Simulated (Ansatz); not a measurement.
# AlNH3 (SMILES [NH2][AlH]): levels of theory compared

Wanted: a comparison of 6 runs (UHF/STO-3G, U-wB97X/STO-3G, UCAM-B3LYP/STO-3G, UHSE06/STO-3G, UPBE/STO-3G, UMP2/STO-3G) of AlNH3. 

The calculation is run with Ansatz 0.2.0.

52 further runs of the same task are left out: 52 set aside as unsound or not needed.

## (1) The system as given

The species is AlNH3 (5 atoms), meant as a doublet with charge 0. SMILES: `[NH2][AlH]`. The H4–N1 distance was set to 2.018 Å, away from the relaxed value. At this shape a bond of the SMILES string is far longer than usual.

Bond lengths: N1–Al2 1.774 Å, N1–H3 1.007 Å, Al2–H5 1.604 Å. Angles: N1–Al2–H5 115.7°, Al2–N1–H3 125.4°.

## (2) The energy at UHF/STO-3G (run 1)

run.yaml

```yaml
crystal:
  periodic: [false, false, false]
  atoms:
    - {symbol: N, position_ang: [0.777138, -0.538795, 0.627619]}
    - {symbol: Al, position_ang: [1.730338, 0.955905, 0.573319]}
    - {symbol: H, position_ang: [1.042238, -1.383295, 1.108019]}
    - {symbol: H, position_ang: [-1.010300, -0.782800, -0.277400]}
    - {symbol: H, position_ang: [1.085538, 2.163405, -0.262881]}
basis:
  gaussian: {orbitals: STO-3G}
accuracy: high
magnetization: {spin_polarized: true, initial_magnetization: 1}
hamiltonian: {xc: hf}
```

On the command line:

```console
$ ansatz run run.yaml --threads 1 --pin off --max-ram 2610MiB --events-out events.jsonl --progress --plain --runs-dir runs
```

Standard output:

```text
Warning: RAYON_NUM_THREADS=1 ignored (pool sized by the plan → 1); use --threads N
Functional definition: HF
  name "HF"
  exchange = exact_x
  correlation = 0
286 factors; integrals over basis functions are off by at most 1.3e-8 eV
mean field evaluation 1: about -8000.2723 eV, gradient 2.2e1 eV
mean field evaluation 2: about -8000.3262 eV, gradient 2.2e1 eV
mean field evaluation 4: about -8005.9277 eV, gradient 3.2e0 eV
mean field evaluation 8: about -8006.2258 eV, gradient 5.2e-1 eV
mean field evaluation 16: about -8007.8760 eV, gradient 2.6e-5 eV
mean field evaluation 32: about -8007.4773 eV, gradient 1.2e-4 eV
mean field evaluation 64: about -8007.2303 eV, gradient 8.6e-1 eV
mean field evaluation 96: about -8006.0623 eV, gradient 7.8e0 eV
mean field evaluation 128: about -8005.4188 eV, gradient 1.9e0 eV
mean field evaluation 160: about -8006.2300 eV, gradient 2.7e-4 eV
mean field -8007.87595757 eV, -294.2840135075 hartree, gradient 1.5e-8 eV, S^2 1.491222; 5 other end points of the search recorded, 0 dependent functions left out
reference -8007.87595757 eV, -294.2840135075 hartree; 12, 11 occupied and 5, 6 virtual orbitals, 286 factors
Total energy: -8007.87595757 eV, -294.2840135075 hartree
```

It took 0.34 s on 1 thread of Intel Xeon Platinum 8259CL at 2.50GHz (Skylake/Cascade Lake), shared host.

## (3) The energy at U-wB97X/STO-3G (run 2)

in.yaml

```yaml
crystal:
  periodic: [false, false, false]
  atoms:
    - {symbol: "N", position_ang: [0.777138, -0.538795, 0.627619]}
    - {symbol: Al, position_ang: [1.730338, 0.955905, 0.573319]}
    - {symbol: H, position_ang: [1.042238, -1.383295, 1.108019]}
    - {symbol: H, position_ang: [-1.010300, -0.782800, -0.277400]}
    - {symbol: H, position_ang: [1.085538, 2.163405, -0.262881]}
basis:
  gaussian:
    orbitals: STO-3G
hamiltonian:
  xc: {name: wB97X}
accuracy: high
magnetization:
  spin_polarized: true
  initial_magnetization: 1
```

On the command line:

```console
$ ansatz run in.yaml --threads 1 --pin off --max-ram 2610MiB --events-out events.jsonl --progress --plain --runs-dir runs
```

Standard output (excerpt; [...] marks lines left out):

```text
Warning: RAYON_NUM_THREADS=1 ignored (pool sized by the plan → 1); use --threads N
Functional definition: wB97X
  name "wB97X"
[...]
      + exact_x_lr(omega)
[...]
      + integral(e_c_pw_opposite_spin*poly(b97_u_opposite, 1, cos1, cos2, cos3, cos4))
286 factors; integrals over basis functions are off by at most 1.3e-8 eV
134 factors; integrals over basis functions are off by at most 6.4e-10 eV
[...]
mean field -8028.80844968 eV, -295.0532684039 hartree, gradient 9.3e-9 eV, S^2 1.109067; 2 other end points of the search recorded, 0 dependent functions left out
reference -8028.80844842 eV, -295.0532683576 hartree; 12, 11 occupied and 5, 6 virtual orbitals, 286 factors
Total energy: -8028.80844842 eV, -295.0532683576 hartree
```

Wall time 10 s (1 thread of Intel Xeon Platinum 8259CL at 2.50GHz (Skylake/Cascade Lake), shared host); peak memory 0.41 GiB.

Runs 3 to 5 aren't shown in full; the table further down has their settings and results.

## (4) The energy at UMP2/STO-3G (run 6)

input.yaml

```yaml
crystal:
  periodic: [false, false, false]
  atoms:
    - {symbol: "N", position_ang: [0.777138, -0.538795, 0.627619]}
    - {symbol: Al, position_ang: [1.730338, 0.955905, 0.573319]}
    - {symbol: H, position_ang: [1.042238, -1.383295, 1.108019]}
    - {symbol: H, position_ang: [-1.010300, -0.782800, -0.277400]}
    - {symbol: H, position_ang: [1.085538, 2.163405, -0.262881]}
basis:
  gaussian:
    orbitals: STO-3G
total_charge: 0
magnetization:
  spin_polarized: true
  initial_magnetization: 1
correlation:
  method: mp2
  frozen_orbitals: {Al: 5, H: 0, "N": 1}
accuracy: high
```

On the command line:

```console
$ ansatz run input.yaml --threads 1 --pin off --max-ram 2610MiB --events-out events.jsonl --progress --plain --runs-dir runs
```

Standard output (excerpt; [...] marks lines left out):

```text
Warning: RAYON_NUM_THREADS=1 ignored (pool sized by the plan → 1); use --threads N
[... 2 set-up lines as earlier in the session ...]
[...]
286 factors; integrals over basis functions are off by at most 1.3e-8 eV
[...]
mean field -8007.87595757 eV, -294.2840135075 hartree, gradient 1.5e-8 eV, S^2 1.491222; 11 other end points of the search recorded, 0 dependent functions left out
6 core orbitals not correlated: weight in the atoms' cores, before any rotation towards them, 1.000 or more for the frozen orbitals, at most 0.000 for the correlated occupied ones
reference -8007.87595757 eV, -294.2840135075 hartree; 6, 5 occupied and 5, 6 virtual orbitals, 286 factors
second order -1.48625622 eV of doubles, -0.00000000 eV of singles
Total energy: -8009.36221379 eV, -294.3386324160 hartree
```

Wall time 0.42 s (1 thread of Intel Xeon Platinum 8259CL at 2.50GHz (Skylake/Cascade Lake), shared host).

## (5) All runs side by side

```csv
run,level,frozen core orbitals,energy (Eh),⟨S²⟩,wall time
1,UHF/STO-3G,–,-294.284014,1.491,0.34 s
2,U-wB97X/STO-3G,–,-295.053268,1.109,10 s
3,UCAM-B3LYP/STO-3G,–,-295.031963,1.079,4.8 s
4,UHSE06/STO-3G,–,-294.905953,1.039,5.4 s
5,UPBE/STO-3G,–,-294.881985,0.854,2.1 s
6,UMP2/STO-3G,6,-294.338632,1.491,0.42 s
```

## (6) Summary of results

| quantity | value |
| --- | --- |
| run 6: total energy | -294.33863 Eh |
| run 6: correlation energy (6 core orbitals frozen) | -54.6 mEh |
| run 6: ⟨S²⟩ of the reference determinant | 1.491 |

In words: Totals of different functionals can't be ranked against each other. In runs 1, 2, 3, 4, 5, 6 the basis is minimal, so the values are rough. Spin contamination of the reference: run 1 ⟨S²⟩ = 1.49, run 6 ⟨S²⟩ = 1.49, run 2 ⟨S²⟩ = 1.11, run 3 ⟨S²⟩ = 1.08, run 4 ⟨S²⟩ = 1.04, run 5 ⟨S²⟩ = 0.85. Where it is this large, the reference is a mixture of spin states, and values that rest on it are in doubt. All runs together took 23 s, the longest 10 s.
